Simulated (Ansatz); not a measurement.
System: litharge PbO. Method: LDA in Ansatz (plane waves, PAW).

Run with plane-wave cutoff 520 eV, 8×8×8 k mesh, Fermi–Dirac smearing 0.01 eV, scalar-relativistic PAW data made under PBE.

The cell is scaled about its equilibrium volume:

Shape and atoms are relaxed at each volume.

```json
[
 {"V (Å³/atom)": "18.265", "P (GPa)": "1.19", "direct gap at Γ (eV)": "2.756", "smallest gap on the k mesh (eV)": "0.903", "c (Å)": "4.716"},
 {"V (Å³/atom)": "18.646", "P (GPa)": "0.54", "direct gap at Γ (eV)": "2.621", "smallest gap on the k mesh (eV)": "0.976", "c (Å)": "4.804"},
 {"V (Å³/atom)": "19.026", "P (GPa)": "0.00", "direct gap at Γ (eV)": "2.499", "smallest gap on the k mesh (eV)": "1.053", "c (Å)": "4.894"},
 {"V (Å³/atom)": "19.407", "P (GPa)": "-0.45", "direct gap at Γ (eV)": "2.391", "smallest gap on the k mesh (eV)": "1.135", "c (Å)": "4.982"},
 {"V (Å³/atom)": "19.787", "P (GPa)": "-0.80", "direct gap at Γ (eV)": "2.293", "smallest gap on the k mesh (eV)": "1.221", "c (Å)": "5.072"}
]
```

The fundamental gap (1.05 eV at the equilibrium volume, with added k points) lies elsewhere than Γ–Γ.

Note: the bulk modulus comes from volumes at which shape and atoms were relaxed.

Spin–orbit coupling is not included; with these elements it can move the gap by several tenths of an eV or more.

Ansatz is an electronic-structure program.
